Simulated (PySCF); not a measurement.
Spin-rotation constants: `[AlH4-]`, [AlH$_{4}$]-, charge -1

Geometry:
| atom | x (Å) | y (Å) | z (Å) |
| --- | --- | --- | --- |
| Al1 | -0.006 | -0.002 | -0.001 |
| H2 | 0.615 | 1.191 | -0.958 |
| H3 | -1.097 | 0.649 | 1.053 |
| H4 | 1.216 | -0.720 | 0.846 |
| H5 | -0.758 | -1.128 | -0.944 |

Total charge -1.

Computed with GIAO B3LYP/def2-SVP magnetisability, rotational g tensor and spin-rotation constants, non-relativistic, gas phase in PySCF 2.14.0. Geometry: PBE0-D3(BJ)/def2-SVP.

For an ion the centre-of-mass motion in the field is neglected.

Task: Give the nuclear spin-rotation constants along the inertial axes (H = +C I·J) beside the isotropic shieldings.

Result: Rotational constants 69.0249, 69.0027, 69.0002 GHz.
| atom | isotope | Caa (kHz) | Cbb (kHz) | Ccc (kHz) | mean (kHz) | σ (ppm) |
| --- | --- | --- | --- | --- | --- | --- |
| Al1 | 27Al | 30.067 | 30.057 | 30.056 | 30.060 | 519.4 |
| H2 | 1H | -1.642 | -1.642 | -1.642 | -1.642 | 28.4 |
| H3 | 1H | -1.642 | -1.642 | -1.642 | -1.642 | 28.4 |
| H4 | 1H | -1.642 | -1.642 | -1.642 | -1.642 | 28.4 |
| H5 | 1H | -1.642 | -1.642 | -1.642 | -1.642 | 28.4 |

Where two moments of inertia are equal or nearly so, the constants along those axes are given as their average.
For the geometry as given, no vibrational averaging.
